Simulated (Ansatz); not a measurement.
A run of Ansatz (development build ahead of 0.2.0) on quartet NaClO(+) at this shape:

```xyz
3

O     0.0000    0.0000    0.0000
Na    0.0000    5.6028    0.0000
Cl    0.0000   -4.0572    0.0000
```

Its results:

```
Converged                       : yes
Total energy                    : -697.01042 hartree
Spin squared of the determinant : 3.757
Stability test                  : minimum
```

Which input gives this output? Name the method, the orbitals and the basis set, and write the input.

PBE0 (unrestricted) in pcseg-2.

```yaml
crystal:
  periodic: [false, false, false]
  atoms:
    - { symbol: O, position_ang: [0.0, 0.0, 0.0] }
    - { symbol: Na, position_ang: [0.0, 5.6028, 0.0] }
    - { symbol: Cl, position_ang: [0.0, -4.0572, 0.0] }
basis:
  gaussian: { orbitals: pcseg-2 }
total_charge: 1
magnetization:
  spin_polarized: true
  initial_magnetization: 3
hamiltonian:
  xc: pbe0
```

Caution: charge can spread falsely over distant fragments; other spin multiplicities may lie lower.
